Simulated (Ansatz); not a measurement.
Geometry optimisation, RKS B3LYP/6-31G* in Ansatz.

input.yaml

```yaml
crystal:
  periodic: [false, false, false]
  atoms:
    - { symbol: Si, position_ang: [-0.415892, 0.000387, -0.689954] }
    - { symbol: H, position_ang: [0.466086, -0.003746, 1.842093] }
    - { symbol: "N", position_ang: [1.250389, -0.000315, -0.27801] }
    - { symbol: H, position_ang: [1.706797, -0.837086, 0.067719] }
    - { symbol: H, position_ang: [1.706816, 0.835282, 0.070213] }
    - { symbol: H, position_ang: [-0.656591, 1.245077, -1.451881] }
    - { symbol: H, position_ang: [-0.656624, -1.241766, -1.45601] }
    - { symbol: Cl, position_ang: [-1.943437, -0.0023, 0.781559] }
    - { symbol: H, position_ang: [0.055257, 0.004466, 2.418471] }
basis:
  gaussian: { orbitals: "6-31G*" }
hamiltonian:
  xc: b3lyp
relax:
  f_tol: 0.03
  max_steps: 50
```

Run as:

```bash
$ ansatz run input.yaml --threads 1 --pin off --max-ram 2048MiB --backend cpu --events-out ev --progress --plain --runs-dir out
```

Task: Where does it end, and by what steps?

Result: The run converged. The force dipped under the threshold on the way, but the program's further checks kept it going. After 15 steps the energy has fallen by 0.414 eV; H9 moved furthest, 1.48 Å.

| step | energy less start (eV) | largest force component (eV/Å) | accepted |
| --- | --- | --- | --- |
| 0 | 0.0000 | 1.408 | yes |
| 1 | -0.2112 | 0.355 | yes |
| 2 | -0.3047 | 0.250 | yes |
| 3 | -0.3562 | 0.106 | yes |
| 4 | -0.3850 | 0.147 | yes |
| 5 | -0.3995 | 0.127 | yes |
| 6 | -0.4021 | 0.525 | yes |
| 7 | -0.4102 | 0.042 | yes |
| 8 | -0.4123 | 0.034 | yes |
| 9 | -0.4124 | 0.030 | yes |
| 10 | -0.3724 | 1.227 | no |
| 11 | -0.4130 | 0.081 | yes |
| 12 | -0.4135 | 0.051 | yes |
| 13 | -0.4138 | 0.034 | yes |
| 14 | -0.4141 | 0.061 | yes |
| 15 | -0.4143 | 0.028 | yes |

```xyz
9
Properties=species:S:1:pos:R:3
Si -0.508 0.000 -1.155
H 0.743 0.000 2.827
N 0.987 0.000 -0.310
H 1.310 -0.836 0.164
H 1.309 0.834 0.167
H -0.579 1.239 -1.959
H -0.578 -1.236 -1.963
Cl -2.240 -0.003 0.037
H 1.069 0.002 3.496
```

Whether the end is a true minimum wasn't checked by a vibrational analysis.

Time of the run: 38 s on 1 thread of Arm Neoverse V2, with other jobs on the host, peak memory 0.14 GiB.
